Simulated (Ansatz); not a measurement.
**AlH3 (triplet): the correlation ladder at scale of all distances = 1.968, cc-pVDZ**

How much of the correlation energy of AlH3 (triplet) does each wave-function method recover here?

Program: Ansatz 0.2.0, Gaussian basis. Level of theory: cc-pVDZ, core rule «outside noble gas», up to 5 orbitals frozen. These are calculated values, not measurements.

The runs, in order: UHF; CCSD(T) on ROHF; CCSD(T) on UHF; BCCD(T) on ROHF; CISD; CCSDT(Q) on ROHF; CCSDT(Q) on UHF; CASSCF and MRCISD+Q, 4 electrons in 4 orbitals; CASSCF and NEVPT2, 4 electrons in 4 orbitals; CASSCF and MRCISD+Q, 6 electrons in 7 orbitals; CASSCF and NEVPT2, 6 electrons in 7 orbitals; Full CI.

19 further runs of the same task are left out: 14 that didn't finish, 5 set aside as unsound or not needed.

## Step 1: The geometry

The geometry derives from a PBE0/def2-TZVP stationary point (not a proven minimum). All distances are scaled together.

4 atoms, charge 0, spin multiplicity 3.

Atoms are counted from 1 here; the program's logs count them from 0.

No contacts short enough for the rule that draws bonds.

## Step 2: UHF

Input file in.yaml:

```yaml
crystal:
  periodic: [false, false, false]
  atoms:
    - {symbol: Al, position_ang: [0.000000, 0.146444, -0.188206]}
    - {symbol: H, position_ang: [0.000000, -2.700901, -1.483837]}
    - {symbol: H, position_ang: [0.827839, -0.609634, 3.260958]}
    - {symbol: H, position_ang: [-0.827839, -0.609634, 3.260958]}
basis:
  gaussian: {orbitals: cc-pVDZ}
magnetization: {spin_polarized: true, initial_magnetization: 2}
hamiltonian: {xc: hf}
output: {orbitals: {seedname: orbitals}}
```

The run is started by

```bash
> ansatz run in.yaml --threads 1 --pin off --events-out ev --progress --plain --max-ram 2393MiB
```

After this run come: CCSD(T) on ROHF; CCSD(T) on UHF; BCCD(T) on ROHF; CISD; CCSDT(Q) on ROHF; CCSDT(Q) on UHF; CASSCF and MRCISD+Q, 4 electrons in 4 orbitals; CASSCF and NEVPT2, 4 electrons in 4 orbitals; CASSCF and MRCISD+Q, 6 electrons in 7 orbitals; CASSCF and NEVPT2, 6 electrons in 7 orbitals; Full CI.

Before running them: what should the planned runs give, taken together? Wanted: FCI below the RHF energy; RMP2 from FCI; UMP2 from FCI; RCCSD from FCI; RCCSD(T) from FCI; UCCSD(T) from FCI; RCCSDT(Q) from FCI; UCCSDT(Q) from FCI; NEVPT2 pair from FCI.

**Answer**, as computed:

| quantity | value |
| --- | --- |
| FCI below the RHF energy | -3.2813 eV |
| RMP2 from FCI | +1270.6 meV |
| UMP2 from FCI | +1211.6 meV |
| RCCSD from FCI | +47.5 meV |
| RCCSD(T) from FCI | +14.3 meV |
| UCCSD(T) from FCI | +28.1 meV |
| RCCSDT(Q) from FCI | +0.2 meV |
| UCCSDT(Q) from FCI | +3.4 meV |
| NEVPT2 pair from FCI | +518.6 meV |
| MRCISD+Q pair from FCI | -54.9 meV |
| NEVPT2 valence from FCI | +297.9 meV |
| levels within 1 kcal/mol (43 meV) | RCCSD(T), UCCSD(T), BCCD(T), RCCSDT, UCCSDT, RCCSDT(Q), UCCSDT(Q), MRCISD valence, MRCISD+Q valence |
| T1 diagnostic | 0.032 |
| effectively unpaired electrons | 2.41 |

**Reading.** RCCSD(T) lands +14.3 meV from the yardstick (0.4 % of the correlation energy). MRCISD+Q pair falls below full CI: the +Q correction isn't variational, and the cores differ from full CI's. The occupations show some static correlation. Of the multireference levels listed MRCISD+Q valence comes nearest in total energy (+10.3 meV), which doesn't show that its space is the better one. These misses are within one basis, not against nature; the frozen cores of restricted and unrestricted runs differ, which can shift their rows.
